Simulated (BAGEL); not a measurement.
# HF/3-21G (density fitting with qzvpp-jkfit) run of AlSiNH8 (SMILES [AlH3-][NH2+][SiH3])

What is the vertical ionisation energy of AlSiNH8 at HF/3-21G (density fitting with qzvpp-jkfit)? 

The results are computed with BAGEL 1.2.2.

3 further runs of the same task are left out: 1 that didn't finish, 2 set aside as unsound or not needed. Runs told in other sessions of the task aren't counted.

### 1 The system as given

AlSiNH8: 11 atoms, total charge 0, spin state singlet. SMILES: `[AlH3-][NH2+][SiH3]`. The shape is that of a PBE0-D4/def2-TZVP optimisation.

Bond lengths: Al1–N2 2.069 Å, N2–Si3 1.792 Å, Al1–H4 1.609 Å, Al1–H5 1.602 Å, Al1–H6 1.601 Å, N2–H7 1.016 Å, N2–H8 1.016 Å, Si3–H9 1.487 Å, Si3–H10 1.476 Å, Si3–H11 1.475 Å. Some angles: Al1–N2–Si3 109.4°, Al1–N2–H7 107.3°, Al1–N2–H8 107.7°, Si3–N2–H7 112.7°, Si3–N2–H8 112.4°, N2–Al1–H4 97.1°, N2–Al1–H5 100.0°, N2–Al1–H6 101.1°, N2–Si3–H9 108.4°, N2–Si3–H10 107.2°.

### 2 The energy at HF/3-21G (density fitting with qzvpp-jkfit)

Input file input.json:

```json
{ "bagel" : [

{
  "title" : "molecule",
  "basis" : "3-21g",
  "df_basis" : "qzvpp-jkfit",
  "angstrom" : true,
  "geometry" : [
    { "atom" : "Al", "xyz" : [      -0.900100,       1.211100,      -0.740800 ] },
    { "atom" : "N", "xyz" : [      -0.028300,       0.143500,       0.802700 ] },
    { "atom" : "Si", "xyz" : [       0.876200,      -1.248700,       0.128600 ] },
    { "atom" : "H", "xyz" : [      -0.721100,       0.091900,      -1.882400 ] },
    { "atom" : "H", "xyz" : [       0.093800,       2.465300,      -0.806700 ] },
    { "atom" : "H", "xyz" : [      -2.377200,       1.435300,      -0.165100 ] },
    { "atom" : "H", "xyz" : [       0.566700,       0.786500,       1.316700 ] },
    { "atom" : "H", "xyz" : [      -0.768500,      -0.144800,       1.435900 ] },
    { "atom" : "H", "xyz" : [       1.651500,      -1.882900,       1.228300 ] },
    { "atom" : "H", "xyz" : [       1.794800,      -0.716800,      -0.896700 ] },
    { "atom" : "H", "xyz" : [      -0.122500,      -2.197400,      -0.400100 ] }
  ]
},

{ "title" : "hf", "charge" : 0 },

{ "title" : "print", "file" : "orbitals.molden", "orbitals" : true }

]}
```

On the command line:

```
$ BAGEL_NUM_THREADS=1 BAGEL input.json > input.out
```

Output:

```text
* using 1 threads per process

  ===============================================================
  ===============================================================

  *** Geometry ***

  { "atom" : "Al", "xyz" : [     -1.700942,      2.288647,     -1.399909 ] },
  { "atom" : "N", "xyz" : [     -0.053479,      0.271176,      1.516883 ] },
  { "atom" : "Si", "xyz" : [      1.655778,     -2.359701,      0.243019 ] },
  { "atom" : "H", "xyz" : [     -1.362682,      0.173666,     -3.557220 ] },
  { "atom" : "H", "xyz" : [      0.177256,      4.658742,     -1.524442 ] },
  { "atom" : "H", "xyz" : [     -4.492257,      2.712324,     -0.311994 ] },
  { "atom" : "H", "xyz" : [      1.070908,      1.486270,      2.488202 ] },
  { "atom" : "H", "xyz" : [     -1.452255,     -0.273632,      2.713458 ] },
  { "atom" : "H", "xyz" : [      3.120883,     -3.558165,      2.321151 ] },
  { "atom" : "H", "xyz" : [      3.391680,     -1.354556,     -1.694517 ] },
  { "atom" : "H", "xyz" : [     -0.231491,     -4.152484,     -0.756079 ] },

  Number of auxiliary basis functions:      477

  Since a DF basis is specified, we compute 2- and 3-index integrals:
    o Being stored without compression. Storage requirement is 0.010 GB

  Number of basis functions:       51
  Number of electrons      :       42

    * METHOD: MOLECULE                             0.28

  *** RHF ***

  === Nuclear Repulsion ===
   154.2129064566

      * DIIS with orbital gradients will be used.

  === RHF iteration (3-21g) ===
      0       -586.70938924          0.01825567           0.05
      1       -586.77358932          0.00870974           0.05
      2       -586.78644220          0.00146126           0.05
      3       -586.78708600          0.00009548           0.05
      4       -586.78709273          0.00002658           0.05
      5       -586.78709321          0.00000632           0.05
      6       -586.78709323          0.00000150           0.05
      7       -586.78709323          0.00000016           0.05
      8       -586.78709323          0.00000003           0.05
      9       -586.78709323          0.00000001           0.05
     10       -586.78709323          0.00000000           0.05
    * SCF iteration converged.

    * Permanent dipole moment:
           (   -0.906942,     1.132054,    -1.560851) a.u.

    * METHOD: HF                                   0.72

    * METHOD: PRINT                                0.01

  ===============================================================
```

It took 1.2 s on 1 thread of Arm Neoverse N1, shared host; peak memory 0.083 GiB.

### 3 The doublet cation

Input file input.json:

```json
{ "bagel" : [

{
  "title" : "molecule",
  "basis" : "3-21g",
  "df_basis" : "qzvpp-jkfit",
  "angstrom" : true,
  "geometry" : [
    { "atom" : "Al", "xyz" : [   -0.900100,    1.211100,   -0.740800 ] },
    { "atom" : "N", "xyz" : [   -0.028300,    0.143500,    0.802700 ] },
    { "atom" : "Si", "xyz" : [    0.876200,   -1.248700,    0.128600 ] },
    { "atom" : "H", "xyz" : [   -0.721100,    0.091900,   -1.882400 ] },
    { "atom" : "H", "xyz" : [    0.093800,    2.465300,   -0.806700 ] },
    { "atom" : "H", "xyz" : [   -2.377200,    1.435300,   -0.165100 ] },
    { "atom" : "H", "xyz" : [    0.566700,    0.786500,    1.316700 ] },
    { "atom" : "H", "xyz" : [   -0.768500,   -0.144800,    1.435900 ] },
    { "atom" : "H", "xyz" : [    1.651500,   -1.882900,    1.228300 ] },
    { "atom" : "H", "xyz" : [    1.794800,   -0.716800,   -0.896700 ] },
    { "atom" : "H", "xyz" : [   -0.122500,   -2.197400,   -0.400100 ] }
  ]
},
{
  "title" : "uhf",
  "charge" : 1,
  "nopen" : 1
},
{
  "title" : "print",
  "file" : "orbitals.molden",
  "orbitals" : true
}

]}
```

On the command line:

```
$ BAGEL_NUM_THREADS=1 BAGEL input.json > input.out
```

Output:

```text
* using 1 threads per process

  ===============================================================
  ===============================================================

  *** Geometry ***

  { "atom" : "Al", "xyz" : [     -1.700942,      2.288647,     -1.399909 ] },
  { "atom" : "N", "xyz" : [     -0.053479,      0.271176,      1.516883 ] },
  { "atom" : "Si", "xyz" : [      1.655778,     -2.359701,      0.243019 ] },
  { "atom" : "H", "xyz" : [     -1.362682,      0.173666,     -3.557220 ] },
  { "atom" : "H", "xyz" : [      0.177256,      4.658742,     -1.524442 ] },
  { "atom" : "H", "xyz" : [     -4.492257,      2.712324,     -0.311994 ] },
  { "atom" : "H", "xyz" : [      1.070908,      1.486270,      2.488202 ] },
  { "atom" : "H", "xyz" : [     -1.452255,     -0.273632,      2.713458 ] },
  { "atom" : "H", "xyz" : [      3.120883,     -3.558165,      2.321151 ] },
  { "atom" : "H", "xyz" : [      3.391680,     -1.354556,     -1.694517 ] },
  { "atom" : "H", "xyz" : [     -0.231491,     -4.152484,     -0.756079 ] },

  Number of auxiliary basis functions:      477

  Since a DF basis is specified, we compute 2- and 3-index integrals:
    o Being stored without compression. Storage requirement is 0.010 GB

  Number of basis functions:       51
  Number of electrons      :       42

    * METHOD: MOLECULE                             0.28

  *** Open-shell HF ***

  === Nuclear Repulsion ===
   154.2129064566

      * DIIS with orbital gradients will be used.

  === UHF iteration (3-21g) ===
      0       -586.32132642          0.03610655           0.10
      1       -586.41377895          0.01726483           0.10
      2       -586.43334771          0.01026254           0.10
      3       -586.44015172          0.00278446           0.10
      4       -586.44424085          0.00125014           0.10
      5       -586.44511775          0.00054660           0.10
      6       -586.44532415          0.00023034           0.10
      7       -586.44538780          0.00011045           0.10
      8       -586.44540882          0.00009279           0.10
      9       -586.44542173          0.00008765           0.10
     10       -586.44543307          0.00008304           0.10
     11       -586.44545639          0.00006877           0.10
     12       -586.44548407          0.00004460           0.10
     13       -586.44549387          0.00003207           0.10
     14       -586.44550289          0.00001863           0.10
     15       -586.44550354          0.00000903           0.10
     16       -586.44550403          0.00000491           0.10
     17       -586.44550413          0.00000361           0.10
     18       -586.44550421          0.00000175           0.10
     19       -586.44550422          0.00000125           0.10
     20       -586.44550423          0.00000083           0.10
     21       -586.44550424          0.00000034           0.10
     22       -586.44550424          0.00000007           0.10
     23       -586.44550424          0.00000003           0.10
     24       -586.44550424          0.00000001           0.10
     25       -586.44550424          0.00000001           0.10
    * SCF iteration converged.

    * S^2 (UHF) is 0.7730

    * Permanent dipole moment:
           (    0.419118,    -0.073234,     0.243972) a.u.

    * METHOD: UHF                                  2.74

    * METHOD: PRINT                                0.01

  ===============================================================
```

Wall time 3.3 s (1 thread of Arm Neoverse N1, shared host); peak memory 0.083 GiB.

### 4 What came out

Level: HF/3-21G (density fitting with qzvpp-jkfit).

| quantity | value |
| --- | --- |
| singlet AlSiNH8: total energy | -586.78709 Eh |
| singlet AlSiNH8: dipole moment | 5.42 D |
| singlet AlSiNH8: HOMO energy | -10.39 eV |
| singlet AlSiNH8: LUMO energy | 2.98 eV |
| singlet AlSiNH8: HOMO–LUMO gap | 13.37 eV |
| doublet cation: total energy | -586.44550 Eh |
| doublet cation: ⟨S²⟩ | 0.773 |
| vertical ionisation energy (to the doublet cation) | 9.295 eV |

**Reading.** The vertical ionisation energy comes to 9.30 eV (214 kcal/mol). −ε(HOMO) before ionisation, 10.39 eV, is 1.09 eV above this ionisation energy.
